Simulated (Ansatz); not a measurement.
**Sr (fcc): energy against volume**

The calculation used Ansatz 0.2.0, DFT, RPBE, plane waves (420 eV) with PAW, scalar-relativistic. The PAW files were generated under PBE, with cores re-solved for the functional.

The cell is scaled uniformly from the relaxed one, with fractional coordinates and shape fixed. Energies are extrapolated to zero smearing, pressures are those at the given smearing. Magnetic state: spin not included.

A Birch-Murnaghan fit gives V₀ = 58.34 Å³/atom, B₀ = 10.8 GPa, B₀′ = 3.2.

What are the energy above the minimum and the pressure at 51.419 Å³/atom?

32.8 meV/atom and 1.72 GPa as computed.

What are the energy above the minimum and the pressure at 56.093 Å³/atom?

3.1 meV/atom and 0.49 GPa as computed.

What are the energy above the minimum and the pressure at 60.768 Å³/atom?

3.2 meV/atom and -0.39 GPa as computed.
